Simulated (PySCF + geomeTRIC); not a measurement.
Species: C$_{3}$H$_{4}$, SMILES `C#CC` (charge 0, multiplicity 1).

Task: Give a relaxed geometry from r2SCAN-D4/def2-TZVP (PySCF + geomeTRIC).

Result: the end point of this relaxation (outside a Z-matrix the atoms follow the SMILES, hydrogens last).
Bonds (Å): C1–C2 1.203, C1–H4 1.063, C2–C3 1.449, C3–H5 1.093, C3–H6 1.093, C3–H7 1.093. Angles (°): C2–C1–H4 180.0, C1–C2–C3 180.0, C2–C3–H5 111.0, C2–C3–H6 111.0, C2–C3–H7 111.0, H5–C3–H6 108.0, H5–C3–H7 108.0, H6–C3–H7 108.0.
